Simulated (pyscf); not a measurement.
HO–GeH₂–PH₂ + hydrogen (H₂) → H₂P–GeH₃ + water (H₂O), a four-centre exchange (singlet surface; Ge–O, H–H broken, Ge–H, H–O formed). Structures and frequencies: ωB97X-D3(BJ)/def2-SVP in PySCF. Energies in eV from the separated reactants.

Small-basis levels: PySCF, no dispersion term, spherical d functions. 

Question: Quick HF/STO-3G single points give ΔE‡ = 3.30 eV and ΔE = -0.05 eV. What does ωB97M-D3(BJ)/def2-TZVP give, and how far is the quick result from it?

Answer: ωB97M-D3(BJ)/def2-TZVP gives ΔE‡ = 1.97 eV and ΔE = +0.03 eV. HF/STO-3G lies 1.33 eV over it in the barrier and 0.09 eV under it in the reaction energy, so on this step it does not hold to within 0.13 eV. ωB97M-D3(BJ)/def2-TZVP has limits of its own. One saddle was located; it need not be the lowest between these sides. In the def2 sets elements up to Kr have no core potential.
